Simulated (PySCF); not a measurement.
Gas-phase reaction: 2 HPO₃ = 2 HPO₂ + O₂

Method: PySCF energies plus ideal-gas RRHO corrections (1 bar). † marks an energy on the PBE0/def2-TZVP geometry and frequencies; other levels use their own. 6-31G* has spherical d functions here. Open shells (unrestricted): O₂ (multiplicity 3); the rest are closed-shell singlets. B3LYP is the form with VWN-RPA correlation. HPO₃, HPO₂: computed as isolated molecules; such fragments, hydroxides, amides, oligomers or adducts are transient or little studied in the gas. The harmonic model lacks anharmonicity and excited electronic states, which grow with temperature; levels with a mode under 35 cm⁻¹ are left out. Internal rotation in HPO₃, HPO₂ is treated as a harmonic vibration of one conformer, which makes the entropy rough.

```
level              ΔE electronic, kJ  ΔH°(298 K), kJ  ΔS°(298 K), J/K  ΔG°(1600 K), kJ
-----------------  -----------------  --------------  ---------------  ---------------
B3LYP/6-31G*                     353             341              168               78
B3LYP/def2-TZVP†                 441             427              170              160
HF/6-31G*                        334             320              171               49
HF/def2-TZVP†                    418             404              170              137
PBE/def2-SVP                     352             340              167               80
PBE0/def2-QZVP†                  470             456              170              189
r2SCAN/def2-TZVP†                486             473              170              205
```
ΔH° is lowest at HF/6-31G* and highest at r2SCAN/def2-TZVP†. No reference value is set beside these.
